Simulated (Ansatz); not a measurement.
**CH2Al+ (quintet): the correlation ladder, 6-31G**

Aim: climb from Hartree-Fock through coupled cluster for CH2Al+ (quintet) at one geometry and basis, and see what each rung misses.

Program: Ansatz 0.2.0, Gaussian basis. Level of theory: 6-31G, core rule «outside noble gas», up to 6 orbitals frozen. These are calculated values, not measurements.

The runs, in order: UHF; CCSD(T) on ROHF; CCSD(T) on UHF; BCCD(T) on ROHF; CISD; CCSDT(Q) on ROHF; CCSDT(Q) on UHF; CISDTQ; CCSDTQ on ROHF; Full CI.

15 further runs of the same task are left out: 4 for a known fault of the program, 5 that didn't finish, 6 set aside as unsound or not needed.

## (1) The geometry

The geometry is a PBE0/def2-TZVP stationary point (not a proven minimum) of the parent state, kept for this charge and spin.

4 atoms, charge 1, spin multiplicity 5.

Atoms are counted from 1 here; the program's logs count them from 0.

Bond lengths: Al1–C2 1.948 Å, C2–H3 1.088 Å, C2–H4 1.088 Å. Angles: Al1–C2–H3 122.6°, Al1–C2–H4 122.6°, H3–C2–H4 114.8°.

## (2) UHF

File in.yaml:

```yaml
crystal:
  periodic: [false, false, false]
  atoms:
    - {symbol: Al, position_ang: [0.000000, 0.000000, 0.695038]}
    - {symbol: C, position_ang: [0.000000, 0.000000, -1.252764]}
    - {symbol: H, position_ang: [0.000000, 0.916303, -1.838714]}
    - {symbol: H, position_ang: [0.000000, -0.916304, -1.838714]}
basis:
  gaussian: {orbitals: 6-31G}
total_charge: 1
magnetization: {spin_polarized: true, initial_magnetization: 4}
hamiltonian: {xc: hf}
output: {orbitals: {seedname: orbitals}}
```

The run is started by

```console
ansatz run in.yaml --threads 1 --pin off --events-out ev --progress --plain --max-ram 2393MiB
```

After this run come: CCSD(T) on ROHF; CCSD(T) on UHF; BCCD(T) on ROHF; CISD; CCSDT(Q) on ROHF; CCSDT(Q) on UHF; CISDTQ; CCSDTQ on ROHF; Full CI.

**Question.** What will the summary of the whole plan be? Wanted: FCI below the RHF energy; RMP2 from FCI; UMP2 from FCI; RCCSD from FCI; RCCSD(T) from FCI; UCCSD(T) from FCI; RCCSDT(Q) from FCI; UCCSDT(Q) from FCI; T1 diagnostic.

As calculated:

| quantity | value |
| --- | --- |
| FCI below the RHF energy | -2.1644 eV |
| RMP2 from FCI | +49.1 kJ/mol |
| UMP2 from FCI | +47.2 kJ/mol |
| RCCSD from FCI | +3.5 kJ/mol |
| RCCSD(T) from FCI | +1.0 kJ/mol |
| UCCSD(T) from FCI | +0.8 kJ/mol |
| RCCSDT(Q) from FCI | 0.0 kJ/mol |
| UCCSDT(Q) from FCI | -0.1 kJ/mol |
| levels within 1 kcal/mol (43 meV) | RCCSD, UCCSD, RCCSD(T), UCCSD(T), BCCD(T), RCCSDT, UCCSDT, CISDTQ, RCCSDT(Q), UCCSDT(Q), RCCSDTQ |
| T1 diagnostic | 0.015 |
| effectively unpaired electrons | 4.01 |

What this shows: RCCSD(T) misses by +1.0 kJ/mol, 0.5 % of the correlation energy. One determinant dominates. These misses are within one basis, not against nature; the frozen cores of restricted and unrestricted runs differ, which can shift their rows.
